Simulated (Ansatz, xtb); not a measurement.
**Errors in the dipole moment**

6 molecules with oxygen; the dipole moment in D, computed less measured. Shapes, held fixed at every level: PBE0-D4/def2-TZVP. No vibrational averaging. Dipoles are compared by magnitude; molecules under 1 D, whose direction can flip, are left out. Programs: Ansatz 0.2.0, xtb 6.7.1. Measured values: NIST CCCBDB.

Levels: A = GFN0-xTB; B = PBE-D4/def2-TZVPP; C = r2SCAN-D4/def2-TZVPP; D = B3LYP-D4/def2-TZVPP.

| molecule | measured | A | B | C | D |
| --- | --- | --- | --- | --- | --- |
| H2O (water) | 1.85 | -0.01 | +0.04 | +0.08 | +0.09 |
| H2CO (formaldehyde) | 2.33 | -0.29 | -0.21 | -0.10 | -0.02 |
| CHFO (formyl fluoride) | 2.02 | -0.21 | -0.07 | +0.02 | +0.07 |
| C2H2O (ethenone) | 1.42 | -0.11 | -0.09 | -0.01 | +0.03 |
| SO2F2 (sulfuryl fluoride) | 1.12 | -0.20 | -0.01 | +0.02 | +0.01 |
| C2H3ClO (SMILES CC(=O)Cl) | 2.72 | -0.26 | -0.05 | +0.08 | +0.06 |

Problem. Which level does best on this set, which worst, and which err to one side?

Solution. 
| level | kind | mean error | mean absolute error | worst case |
| --- | --- | --- | --- | --- |
| GFN0-xTB | semi-empirical | -0.180 | 0.180 | H2CO |
| PBE-D4/def2-TZVPP | GGA | -0.065 | 0.078 | H2CO |
| r2SCAN-D4/def2-TZVPP | meta-GGA | +0.015 | 0.052 | H2CO |
| B3LYP-D4/def2-TZVPP | global hybrid | +0.040 | 0.047 | H2O |

On this set B3LYP-D4/def2-TZVPP has the smallest mean absolute error and GFN0-xTB the largest. GFN0-xTB is too low in 6 of 6; PBE-D4/def2-TZVPP is too low in 5 of 6; B3LYP-D4/def2-TZVPP is too high in 5 of 6. The smallest two are near a tie. The set is small.
